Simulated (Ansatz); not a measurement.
Ideal-gas functions of C3H4FN (`FC1=CCN1`) at 298.15 K and 1 bar, from an Ansatz frequency run at PBE0-D4/def2-TZVP.

Molar mass 73.07 g/mol, point group C1 (symmetry number 1), electronic degeneracy 1, moments of inertia 38.183, 104.33, 138.118 u Å². Harmonic wavenumbers (cm⁻¹, unscaled): 284, 451, 587, 699, 706, 845, 940, 949, 1021, 1073, 1131, 1207, 1218, 1286, 1405, 1493, 1734, 3073, 3130, 3303, 3517.

Use S(trans) = R[1.5 ln M + 2.5 ln T − 1.1517]; rotational temperatures θ = 24.2544 K / I; S(rot) = R[ln(√π/σ · √(T³/θAθBθC)) + 1.5]; for each mode x = 1.438777 ν̃/T, S = R[x/(eˣ − 1) − ln(1 − e⁻ˣ)] and H = RT x/(eˣ − 1); 1 cm⁻¹ = 0.0119627 kJ/mol; R = 8.31446 J/(mol·K).

Question: By hand: the entropy, in J/(mol·K).

Answer: Translation 162.4. Rotation: θ = 0.6352, 0.2325, 0.1756 K, giving 103.5. Vibration, mode by mode: 6.32, 3.32, 1.98, 1.29, 1.25, 0.73, 0.50, 0.48, 0.36, 0.29, 0.23, 0.17, 0.16, 0.12, 0.07, 0.05, 0.02, 0.00, 0.00, 0.00, 0.00, in all 17.3. Electronic 0.0. Sum 283.2 J/(mol·K).

Question: By hand: H − E and G − E in kJ/mol, counted from the electronic energy.

Answer: Zero-point energy ½ × 30052 × 0.0119627 = 179.8; thermal vibration 3.7; translation, rotation and pV give 4 RT = 9.9. H − E = 193.4 kJ/mol, and G − E = 193.4 − 298.15 × 283.2/1000 = 109.0 kJ/mol.

Vibration gives 6 % of the entropy. The sum counts one conformer and one mirror image; others add a mixing term.
